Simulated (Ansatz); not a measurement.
Zinc-blende ZnS, relaxed in Ansatz (plane waves) with several semilocal functionals. Each gives its own volume and its own bulk modulus:

```tsv
level	V0 (Å³/atom)	bulk modulus B0 (GPa)	ln V0	ln B0
LDA	18.571	86.52	2.9216	4.4604
PBEsol	19.208	78.92	2.9553	4.3684
PBE	20.161	69.49	3.0038	4.2412
```

Task: Fit a straight line to ln B0 against ln V0. What does it predict for r²SCAN, whose volume is 19.564 Å³/atom?

Result: With x = ln V0 and y = ln B0: means 2.96023 and 4.35667; Σ(Δx Δy) = -0.009096, Σ(Δx²) = 0.003415, so the slope is -2.66. At x = 2.9737 the line gives y = 4.35667 + (-2.66) × (2.9737 − 2.96023) = 4.3208, or 75.25 GPa. The run with r²SCAN gives 78.63 GPa, +4.5 % from the line. The rows used scatter about it by up to 0.1 %, while the largest value lies 25 % above the smallest. For comparison, PBE's own equation of state has B′ = 4.4, the slope −d ln B/d ln V at a fixed functional; the two needn't agree, since functionals also differ at one volume.

Measured: 77.1 GPa (measured, temperature not stated, not corrected to a static lattice, our sources range from 74.5 to 77.1; as tabulated in Toher et al. (2017), arXiv:1611.05714).

Ansatz's density-functional and Hartree–Fock values are scalar-relativistic unless marked +SOC, with PAW data made under PBE.

Ansatz is a program for electronic structure.
